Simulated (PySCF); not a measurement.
C₂H₄, SMILES C=C. Atoms are numbered in the order given.

```xyz
6

C      0.0000     0.0000    -0.6623
C      0.0000     0.0000     0.6623
H      0.0000    -0.9214    -1.2320
H      0.0000     0.9214    -1.2320
H      0.0000     0.9214     1.2320
H      0.0000    -0.9214     1.2320
```
Charge 0, spin multiplicity 1.

Geometry: B3LYP-D3(BJ)/def2-TZVP.

Calculation: PySCF with M06-2X/def2-TZVPD.

Symmetry labels are those of the subgroup D2h that the program uses (full group D2h).

Computed valence orbital energies around the gap with their symmetry:
```tsv
orbital	symmetry	energy (eV)
HOMO−7	Ag	-286.72
HOMO−6	B1u	-286.69
HOMO−5	Ag	-23.42
HOMO−4	B1u	-18.03
HOMO−3	B2u	-14.76
HOMO−2	Ag	-13.23
HOMO−1	B3g	-11.34
HOMO	B3u	-9.15
LUMO	Ag	0.82
LUMO+1	B2g	0.96
LUMO+2	B1u	1.15
LUMO+3	B2u	2.17
```
